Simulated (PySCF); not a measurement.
Molecule: `n1(C)cncn1`, C3H5N3.

Numbering as in the mapped SMILES `[CH3:1][n:2]1[cH:3][n:4][cH:5][n:6]1`. Each H is labelled by its parent atom.

Geometry PBE0-D3(BJ)/def2-SVP throughout; GIAO in PySCF 2.14, gas phase, one conformer, non-relativistic; equivalent atoms averaged; functional PBE0.

Question: How do the shifts δ (against TMS, NH3 at the same level) depend on the basis set? (ppm; last column core-seconds on shared hosts with different chips, so compare them loosely)

Answer: 
| basis set | functions | C5 | C3 | C1 | N6 | N4 | N2 | H(C5) | H(C3) | H(C1) | core-s |
| --- | --- | --- | --- | --- | --- | --- | --- | --- | --- | --- | --- |
| STO-3G | 35 | 121.9 | 117.1 | 38.2 | 245.5 | 216.4 | 125.2 | 7.80 | 6.98 | 3.29 | 2.4 |
| 6-31G | 64 | 147.0 | 138.1 | 35.8 | 303.7 | 265.6 | 200.8 | 7.94 | 7.66 | 3.87 | 4.6 |
| pcSseg-0 | 64 | 166.8 | 157.2 | 39.7 | 349.6 | 308.8 | 225.5 | 8.10 | 7.65 | 4.11 | 3.4 |
| 6-31G* | 94 | 144.6 | 135.4 | 35.1 | 287.1 | 251.6 | 197.3 | 7.58 | 7.44 | 3.61 | 6.3 |
| def2-SVP | 109 | 148.2 | 138.9 | 34.3 | 309.3 | 273.1 | 213.5 | 7.45 | 7.30 | 3.52 | 7.1 |
| cc-pVDZ | 109 | 148.8 | 139.8 | 35.2 | 310.9 | 273.7 | 217.6 | 7.64 | 7.55 | 3.62 | 7.1 |
| pcSseg-1 | 127 | 157.0 | 146.9 | 35.9 | 335.4 | 293.4 | 232.7 | 7.82 | 7.69 | 3.75 | 10 |
| aug-cc-pVDZ | 183 | 150.7 | 141.4 | 35.0 | 304.8 | 268.4 | 215.8 | 7.99 | 7.87 | 3.84 | 15 |
| 6-311+G(2d,p) | 192 | 155.6 | 144.7 | 35.2 | 320.2 | 280.7 | 226.4 | 7.88 | 7.77 | 3.70 | 16 |
| def2-TZVP | 216 | 156.7 | 146.0 | 35.8 | 328.4 | 288.3 | 231.8 | 7.86 | 7.76 | 3.70 | 20 |
| cc-pVTZ | 250 | 155.6 | 144.9 | 35.6 | 326.9 | 288.3 | 229.5 | 7.81 | 7.74 | 3.71 | 23 |
| IGLO-III | 260 | 160.5 | 149.4 | 36.6 | 330.4 | 289.6 | 232.4 | 7.87 | 7.78 | 3.74 | 23 |
| pcSseg-2 | 286 | 161.8 | 150.8 | 37.2 | 334.6 | 293.4 | 234.4 | 7.92 | 7.78 | 3.73 | 25 |

Question: Which nucleus moves most, in ppm?

Answer: N2 (pyrrole-type ring nitrogen): from 125.2 ppm with STO-3G to 234.4 ppm with pcSseg-2. The smallest spread is 0.65 ppm, at H(C5). Proton shifts span only some 12 ppm, so a few tenths of a ppm matter as much there as several ppm in carbon.

Question: Taking the largest basis, pcSseg-2 (286 functions), as the yardstick, rank the others by their worst heavy-atom deviation.

Answer: IGLO-III 4.2 ppm (260 functions), pcSseg-1 4.8 ppm (127 functions), def2-TZVP 6.2 ppm (216 functions), cc-pVTZ 7.7 ppm (250 functions), 6-311+G(2d,p) 14.5 ppm (192 functions), pcSseg-0 15.5 ppm (64 functions), cc-pVDZ 23.7 ppm (109 functions), def2-SVP 25.3 ppm (109 functions), aug-cc-pVDZ 29.8 ppm (183 functions), 6-31G 33.6 ppm (64 functions), 6-31G* 47.5 ppm (94 functions), STO-3G 109.3 ppm (35 functions).

A small basis that lands close on one nucleus may do so by chance; judge by the trend and by all nuclei.
